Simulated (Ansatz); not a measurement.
A made-up structure of CH$_{4}$Si, closed shell:

```
atom    x (Å)    y (Å)    z (Å)
  C1  -0.7129  -0.5277  -0.2553
 Si2   0.5991   0.4435   0.2146
  H3  -1.3848  -0.9778   0.4662
  H4  -0.9320  -0.7370  -1.2959
  H5   0.9092   0.7347   1.6302
  H6  -0.3996  -0.6342   0.7517
```

It is relaxed with PBE-D4/def2-SVP and then PBE0-D4/def2-TZVP (Ansatz 0.2.0). Atoms count as bonded within 1.22 times the sum of their covalent radii (H–H: 0.88 Å). The end point is not checked to be a true minimum.

Does its bonding change? (Judge from chemistry; the calculation decides.)

By the calculation: Yes. Formed: none; broken: Si2–H6.

Where it ends: The first stage lowers the energy by 3.68 eV in 13 steps. It ends as CH₄Si ([CH3][SiH]):
| atom | x (Å) | y (Å) | z (Å) |
| --- | --- | --- | --- |
| C1 | -0.5918 | -0.6104 | -0.0628 |
| Si2 | 0.5612 | 0.8793 | 0.1211 |
| H3 | -1.5173 | -0.4353 | 0.5004 |
| H4 | -0.8438 | -0.8453 | -1.0976 |
| H5 | 0.5993 | 0.8043 | 1.6497 |
| H6 | -0.1285 | -1.4911 | 0.4005 |

Labels in which every atom is bracketed show which atoms are joined, not bond orders.

For scale, one of the runs: PBE0-D4/def2-TZVP relaxation, 92 basis functions, launched by `ansatz run in.yaml --threads 2 --pin off --events-out ev --progress --plain --max-ram 4352MiB`. The run took about 9.5 s on 2 CPU threads of an Arm Neoverse V1 (shared host).
